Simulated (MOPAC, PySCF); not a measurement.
H2S, SMILES `S`, neutral singlet in the gas phase. 

Z-matrix (Å, degrees):
```
S
H 1 1.3488
H 1 1.3488 2 92.10
```
Charge 0, spin multiplicity 1.

All levels are single points at this geometry (PBE0-D3(BJ)/def2-SVP); Pople sets use spherical d functions. Orbital energies aren't observables, and empty levels follow the basis.

BP86/6-31G* in PySCF gives dipole (D) = 1.47.

Question: Estimate the dipole (D) from each of these levels: M06-2X/def2-TZVP in PySCF; B3LYP/LANL2DZ in PySCF; SVWN5/6-31G* in PySCF; HF/STO-3G in PySCF; AM1 in MOPAC.

Answer: 
```json
[
 {"level": "M06-2X/def2-TZVP in PySCF", "dipole (D)": "1.14"},
 {"level": "B3LYP/LANL2DZ in PySCF", "dipole (D)": "1.77"},
 {"level": "SVWN5/6-31G* in PySCF", "dipole (D)": "1.58"},
 {"level": "HF/STO-3G in PySCF", "dipole (D)": "1.00"},
 {"level": "AM1 in MOPAC", "dipole (D)": "1.90"}
]
```
